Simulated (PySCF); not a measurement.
Molecule: 4-cyano-1-butyne, C₅H₅N.

Geometry:
```
atom   x (Å)   y (Å)   z (Å)
  C1   2.548   0.085   0.715
  C2   1.425  -0.218   0.382
  C3   0.067  -0.560  -0.014
  C4  -0.905   0.613   0.192
  C5  -2.266   0.276  -0.202
  N6  -3.339  -0.015  -0.522
  H7   3.549   0.345   1.009
  H8   0.055  -0.867  -1.073
  H9  -0.280  -1.433   0.563
 H10  -0.909   0.920   1.250
 H11  -0.574   1.487  -0.389
```

Geometry PBE0-D3(BJ)/def2-SVP throughout; GIAO in PySCF 2.14.0 with density-fitted response routines, gas phase, one conformer, non-relativistic; equivalent atoms averaged; functional PBE0.

Problem. How do the shifts δ (against TMS, NH3 at the same level) depend on the basis set? (ppm; last column core-seconds on shared hosts with different chips, so compare them loosely)

Solution. 
```csv
basis set,functions,C5,C1,C2,C4,C3,N6,H7,H10/H11,H8/H9,core-s
STO-3G,35,92.3,67.0,61.2,23.2,22.7,225.0,2.54,2.11,1.92,3.5
6-31G,64,116.6,70.5,77.2,18.9,18.3,266.3,2.11,2.48,2.61,7.2
pcSseg-0,64,134.3,83.8,86.8,20.3,17.6,314.2,2.23,2.33,2.47,4.5
6-31G*,94,108.3,67.9,72.5,17.5,17.3,260.5,1.76,2.18,2.39,8.6
def2-SVP,109,112.5,71.1,77.7,15.9,16.2,280.5,1.67,1.97,2.18,11
cc-pVDZ,109,113.2,71.6,77.9,19.0,18.9,279.6,1.73,2.12,2.34,8.4
pcSseg-1,127,122.7,77.6,83.4,18.2,18.5,306.9,2.00,2.23,2.44,7.8
aug-cc-pVDZ,183,115.7,68.5,77.6,18.2,18.9,273.4,1.89,2.43,2.61,20
"6-311+G(2d,p)",192,122.0,74.9,83.5,17.9,18.3,290.3,1.86,2.35,2.53,24
def2-TZVP,216,122.4,74.6,83.6,18.8,19.2,296.8,1.85,2.33,2.52,29
cc-pVTZ,250,120.9,74.8,82.9,18.4,18.8,296.3,1.77,2.35,2.54,30
IGLO-III,260,124.7,76.8,85.4,18.9,19.3,298.0,1.88,2.40,2.58,32
pcSseg-2,286,126.0,77.9,86.5,19.2,19.7,301.7,1.82,2.34,2.53,30
```

Problem. Which nucleus moves most, in ppm?

Solution. N6 (nitrile nitrogen): from 225.0 ppm with STO-3G to 314.2 ppm with pcSseg-0. The smallest spread is 0.51 ppm, at H10/H11. Proton shifts span only some 12 ppm, so a few tenths of a ppm matter as much there as several ppm in carbon.

Problem. Taking the largest basis, pcSseg-2 (286 functions), as the yardstick, rank the others by their worst heavy-atom deviation.

Solution. IGLO-III 3.8 ppm (260 functions), def2-TZVP 4.9 ppm (216 functions), pcSseg-1 5.2 ppm (127 functions), cc-pVTZ 5.4 ppm (250 functions), 6-311+G(2d,p) 11.4 ppm (192 functions), pcSseg-0 12.4 ppm (64 functions), def2-SVP 21.3 ppm (109 functions), cc-pVDZ 22.1 ppm (109 functions), aug-cc-pVDZ 28.3 ppm (183 functions), 6-31G 35.5 ppm (64 functions), 6-31G* 41.3 ppm (94 functions), STO-3G 76.7 ppm (35 functions).

A small basis that lands close on one nucleus may do so by chance; judge by the trend and by all nuclei.
